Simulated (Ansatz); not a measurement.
Computed with Ansatz on PBE0-D4/def2-TZVP structures; ΔE is electronic, products minus reactants. CBS: MP2 limit from def2 TZ/QZ plus the TZ coupled-cluster correction, frozen cores. DFT in def2-TZVPP. HSE06 is defined as in plane-wave codes. Each species was taken in one conformer, which may not be the lowest.

Reaction (isomerisation): `FC1CC1(F)F` → `C=C(F)C(F)F`

`FC1CC1(F)F`:

Cartesian coordinates in Å:
```
F -1.823 -0.271 -0.629
C -0.676 0.397 -0.370
C 0.081 0.044 0.899
C 0.604 -0.339 -0.432
F 0.605 -1.625 -0.785
F 1.686 0.281 -0.924
H -0.700 1.431 -0.696
H -0.337 -0.764 1.488
H 0.560 0.845 1.448
```

`C=C(F)C(F)F`:

```xyz
9

C    -0.161    1.242   -0.669
C     0.360    0.066   -0.391
F     1.381   -0.449   -1.084
C    -0.051   -0.864    0.709
F    -1.025   -0.307    1.457
F    -0.534   -2.016    0.181
H    -0.982    1.614   -0.075
H     0.220    1.837   -1.488
H     0.791   -1.124    1.360
```

```tsv
level	ΔE (kcal/mol)
revPBE	-14.0
r2SCAN0	-12.7
HSE06	-11.9
CCSD/def2-TZVPP	-15.9
```

Q: What does CCSD(T)/CBS give? (Best estimate.)

A: Ansatz gave: -16.4 kcal/mol. The listed levels differ from it by 2.4, 3.7, 4.5, 0.5 kcal/mol.

Largest T1 diagnostic among the species: 0.012.

From r2SCAN to r2SCAN0 (25 % exact exchange), in def2-TZVPP and without D4, ΔE moves by +1.4 kcal/mol. Leaving LDA and LC-ωPBE aside and taking each functional with its dispersion term where it has one, the values, not all of them listed here, spread over 6.9 kcal/mol, from BLYP-D4 to PBE0-D4. LDA lies +3.3 kcal/mol from PBE without D4.
